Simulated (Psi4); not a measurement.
# MP2/cc-pVDZ-F12 (density fitting, density fitting for correlation) run of AlH3O (AlH2(OH))

What is the vertical ionisation energy of AlH3O (AlH2(OH)) at MP2/cc-pVDZ-F12 (density fitting, density fitting for correlation)? 

The results are computed with Psi4 1.11.

8 further runs of the same task are left out: 4 that didn't finish, 4 set aside as unsound or not needed.

### Step 1. The structure to begin with

AlH3O: 5 atoms, total charge 0, spin state singlet. SMILES: `[H][Al]([H])[OH]`. The shape comes from GFN2-xTB, which is rough for such elements, and wasn't checked as a minimum.

Bond lengths: Al1–O4 1.636 Å, Al1–H2 1.532 Å, Al1–H3 1.531 Å, O4–H5 0.949 Å. Angles: Al1–O4–H5 179.6°, H2–Al1–O4 120.0°, H3–Al1–O4 120.0°, H2–Al1–H3 120.0°.

### Step 2. Energy and gradient at MP2/cc-pVDZ-F12 (density fitting, density fitting for correlation)

The input, input.json:

```json
{
 "schema_name": "qcschema_input",
 "schema_version": 1,
 "molecule": {
  "schema_name": "qcschema_molecule",
  "schema_version": 2,
  "symbols": ["Al", "H", "H", "O", "H"],
  "geometry": [0.51357087, 0.85249325, -0.20649037, 3.3995795, 0.78845043, -0.41834757, -0.90899606, 3.34294441, -0.5892355, -1.04964838, -1.73860473, 0.42832532, -1.95450594, -3.24528337, 0.78574812],
  "molecular_charge": 0,
  "molecular_multiplicity": 1
 },
 "driver": "gradient",
 "model": {
  "method": "mp2",
  "basis": "cc-pVDZ-F12"
 },
 "keywords": {
  "reference": "rhf",
  "mp2_type": "df",
  "scf_type": "df"
 }
}
```

On the command line:

```sh
psi4 --qcschema input.json -n 1 --memory 1600MB
```

stdout:

```text
[...]
  Running in c1 symmetry.
[...]
  Nuclear repulsion =   53.319648531384388
[...]
  Multiplicity = 1
[...]
  Nalpha       = 12
  Nbeta        = 12
[...]
    Number of basis functions: 96
[...]
   @DF-RHF iter   1:  -318.50023743358321   -8.33862e-01   5.68374e-03 ADIIS/DIIS
[...]
   @DF-RHF iter  13:  -318.60651373425253    0.00000e+00   3.91678e-11 DIIS
[...]
    Orbital Energies [Eh]
    ---------------------
    Doubly Occupied:
       1A    -58.457734     2A    -20.536332     3A     -4.874866
       4A     -3.190633     5A     -3.189223     6A     -3.187405
       7A     -1.309268     8A     -0.730896     9A     -0.517544
      10A     -0.517377    11A     -0.506906    12A     -0.417388
[...]
  @DF-RHF Final Energy:  -318.60651373425253
   => Energetics <=
    Nuclear Repulsion Energy =             53.3196485313843880
    One-Electron Energy =                -548.9811777591548889
    Two-Electron Energy =                 177.0550154935180274
    Total Energy =                       -318.6065137342525304
[...]
 Multipole Moments:
 ------------------------------------------------------------------------------------
     Multipole            Electronic (a.u.)      Nuclear  (a.u.)        Total (a.u.)
 ------------------------------------------------------------------------------------
 L = 1.  Multiply by 2.5417464519 to convert [e a0] to [Debye]
 Dipole X            :         -0.2989917            0.0632259           -0.2357658
 Dipole Y            :         -0.4955395            0.1018853           -0.3936542
 Dipole Z            :          0.1226504           -0.0305793            0.0920711
 Magnitude           :                                                    0.4680024
[...]
  -Total Gradient:
     Atom            X                  Y                   Z
    ------   -----------------  -----------------  -----------------
       1       -0.005534557847    -0.008927756556     0.002238262908
       2       -0.009379465973     0.001847748061     0.000345811660
       3        0.006144645978    -0.007458935537     0.000981753234
       4        0.010465312724     0.017324625785    -0.004206292356
       5       -0.001695934883    -0.002785681753     0.000640464555
[...]
```

The result, in JSON:

```text
{
 "driver": "gradient",
 "model": {
  "method": "mp2",
  "basis": "cc-pVDZ-F12"
 },
 "success": true,
 "return_result": [-0.005534557846873758, -0.008927756556496864, 0.002238262908275097, -0.009379465973436005, 0.0018477480612674995, 0.00034581165977685003, 0.0061446459776913825, -0.007458935537342609, 0.0009817532337350666, 0.010465312724174083, 0.01732462578524837, -0.004206292356354585, -0.0016959348828487729, -0.0027856817531627283, 0.0006404645546244699],
 "properties": {
  "calcinfo_nbasis": 96,
  "calcinfo_nmo": 96,
  "calcinfo_nalpha": 12,
  "calcinfo_nbeta": 12,
  "calcinfo_natom": 5,
  "nuclear_repulsion_energy": 53.31964853138439,
  "return_energy": -319.0478038923996,
  "return_gradient": [-0.005534557846873758, -0.008927756556496864, 0.002238262908275097, -0.009379465973436005, 0.0018477480612674995, 0.00034581165977685003, 0.0061446459776913825, -0.007458935537342609, 0.0009817532337350666, 0.010465312724174083, 0.01732462578524837, -0.004206292356354585, -0.0016959348828487729, -0.0027856817531627283, 0.0006404645546244699],
  "scf_one_electron_energy": -548.9811777591549,
  "scf_two_electron_energy": 177.05501549351803,
  "scf_dipole_moment": [-0.2357657641698213, -0.39365418465903135, 0.09207110622478687],
  "scf_total_energy": -318.60651373425253,
  "scf_iterations": 13,
  "mp2_same_spin_correlation_energy": -0.10736827012851798,
  "mp2_opposite_spin_correlation_energy": -0.33392188801856565,
  "mp2_singles_energy": -1.2101859632484833e-26,
  "mp2_doubles_energy": -0.4412901581470836,
  "mp2_correlation_energy": -0.4412901581470836,
  "mp2_total_energy": -319.0478038923996
 }
}
```

Run time: 6 s. Hardware: 1 thread of Intel Xeon Platinum 8259CL at 2.50GHz (Skylake/Cascade Lake), shared host; peak memory 0.35 GiB.

### Step 3. The doublet cation

The input, calc.dat:

```
memory 1600 mb

molecule {
  1 2
  Al
  H 1 R2
  H 1 R3 2 A3
  O 1 R4 3 A4 2 D4
  H 4 R5 3 A5 1 D5

  R2 = 1.531694
  R3 = 1.531192
  A3 = 119.97083
  R4 = 1.636213
  A4 = 119.99109
  D4 = -179.99625
  R5 = 0.949073
  A5 = 151.19093
  D5 = -179.26139
}

set {
  reference uhf
  mp2_type  df
  scf_type  df
}

E, wfn = gradient('mp2/cc-pVDZ-F12', return_wfn=True)
print_variables()
```

On the command line:

```sh
psi4 calc.dat calc.out -n 1
```

calc.out:

```text
[...]
  Running in c1 symmetry.
[...]
  Nuclear repulsion =   53.319658214667015
[...]
  Multiplicity = 2
[...]
  Nalpha       = 12
  Nbeta        = 11
[...]
    Number of basis functions: 96
[...]
   @DF-UHF iter   1:  -318.09569234825972   -4.29317e-01   5.59626e-03 DIIS/ADIIS
[...]
   @DF-UHF iter  21:  -318.22527814912803   -4.54747e-13   9.65257e-11 DIIS
[...]
   @S^2 Observed:                8.260004828E-01
[...]
    Orbital Energies [Eh]
    ---------------------
    Alpha Occupied:
       1A    -58.760481     2A    -20.767025     3A     -5.174689
       4A     -3.493597     5A     -3.488992     6A     -3.487293
       7A     -1.535084     8A     -0.966784     9A     -0.883285
      10A     -0.838131    11A     -0.733634    12A     -0.729372
    Alpha Virtual:
      13A     -0.155806    14A     -0.109984    15A     -0.097182
      16A     -0.076630    17A     -0.076260    18A     -0.059703
      19A     -0.042462    20A     -0.001260    21A      0.015503
      22A      0.040799    23A      0.049069    24A      0.063985
      25A      0.107175    26A      0.111005    27A      0.134802
[...]
  @DF-UHF Final Energy:  -318.22527814912803
   => Energetics <=
    Nuclear Repulsion Energy =             53.3196582146670153
    One-Electron Energy =                -542.4617945587260692
    Two-Electron Energy =                 170.9168581949309953
    Total Energy =                       -318.2252781491280302
  UHF NO Occupations:
  HONO-2 :   10  A 1.9980424
  HONO-1 :   11  A 1.9634402
[...]
 Multipole Moments:
 ------------------------------------------------------------------------------------
     Multipole            Electronic (a.u.)      Nuclear  (a.u.)        Total (a.u.)
 ------------------------------------------------------------------------------------
 L = 1.  Multiply by 2.5417464519 to convert [e a0] to [Debye]
 Dipole X            :         -0.0012223            0.0053536            0.0041314
 Dipole Y            :          1.0020238            0.1063599            1.1083837
 Dipole Z            :          0.5814741            0.0630244            0.6444985
 Magnitude           :                                                    1.2821505
[...]
	Warning: cc_lambda option is changed to TRUE
	For this residual convergence, default PCG convergence is:     1.00e-07
[...]
	DF-SCS-MP2 Total Energy (a.u.)     :  -318.63808103256179
	DF-SOS-MP2 Total Energy (a.u.)     :  -318.63336514252632
	DF-SCS(N)-MP2 Total Energy (a.u.)  :  -318.41592415044937
[...]
	DF-MP2 Total Energy (a.u.)         :  -318.64751281263273
[...]
```

Wall time 9.9 s (1 thread of Intel Xeon Platinum 8259CL at 2.50GHz (Skylake/Cascade Lake), shared host); peak memory 0.75 GiB.

### Step 4. Summary of results

Level: MP2/cc-pVDZ-F12 (density fitting, density fitting for correlation).

```
                                                                  quantity          value
                                               singlet AlH3O: total energy  -319.04780 Eh
                                         singlet AlH3O: correlation energy     -441.3 mEh
                                   singlet AlH3O: largest force on an atom     1.063 eV/Å
                                              doublet cation: total energy  -318.64751 Eh
doublet cation: HOMO energy (Hartree–Fock orbitals) (highest over α and β)      -19.02 eV
 doublet cation: LUMO energy (Hartree–Fock orbitals) (lowest over α and β)       -9.46 eV
                                        doublet cation: correlation energy     -422.2 mEh
                         doublet cation: ⟨S²⟩ of the reference determinant          0.826
                                  doublet cation: largest force on an atom     2.680 eV/Å
                        vertical ionisation energy (to the doublet cation)      10.892 eV
```

The vertical ionisation energy comes to 10.89 eV (251 kcal/mol). The largest force (singlet AlH3O) is 1.06 eV/Å: the shape isn't a stationary point for this species at this level.
